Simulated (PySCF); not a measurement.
Molecule: Acetyl Chloride, C2H3ClO.

Cartesian coordinates in Å; atom numbers follow the order of the lines, from 1:
```xyz
7

C    -0.367   -0.441   -0.163
C     1.075   -0.088   -0.338
O     1.539    0.979   -0.539
Cl    2.130   -1.537   -0.204
H    -0.979    0.465   -0.252
H    -0.512   -0.910    0.821
H    -0.659   -1.180   -0.923
```

Geometry PBE0-D3(BJ)/def2-SVP throughout; GIAO in PySCF 2.14.0 with density-fitted response routines, gas phase, one conformer, non-relativistic; equivalent atoms averaged; basis pcSseg-2.

**Question.** How do the absolute shieldings σ depend on the functional? (ppm; last column core-seconds on 1 thread of an Intel Xeon Platinum 8488C, shared host; the GGAs took longer than the global hybrids here, which isn't the general rule, and the cause wasn't traced)

**Answer.** 
```tsv
functional	kind	C2	C1	O3	Cl4	H5/H6/H7	core-s
HF	Hartree–Fock	10.0	158.8	-267.0	570.2	29.25	6.3
LDA	LDA	-9.9	144.6	-262.4	392.3	28.25	14
PBE	GGA	-5.4	144.4	-249.9	429.5	28.68	19
BLYP	GGA	-11.7	140.0	-253.3	413.3	28.86	17
BP86	GGA	-5.5	143.9	-248.0	426.1	28.73	17
OPBE	GGA	6.7	150.4	-226.6	470.0	28.70	18
KT2	GGA	6.8	148.0	-223.0	471.9	28.69	18
KT3	GGA	7.0	147.6	-216.3	481.1	28.86	21
B97-D	GGA	-2.0	144.7	-228.9	442.8	28.89	21
B3LYP	global hybrid	-7.9	144.3	-263.4	444.7	28.90	14
PBE0	global hybrid	-1.0	149.3	-262.0	468.9	28.77	14
mPW1PW91	global hybrid	-2.0	148.6	-263.2	465.7	28.82	14
```

**Question.** Which nucleus moves most, in ppm?

**Answer.** Cl4 (chlorine bonded to C): from 392.3 ppm with LDA to 570.2 ppm with HF. The smallest spread is 1.00 ppm, at H5/H6/H7. Proton shifts span only some 12 ppm, so a few tenths of a ppm matter as much there as several ppm in carbon.
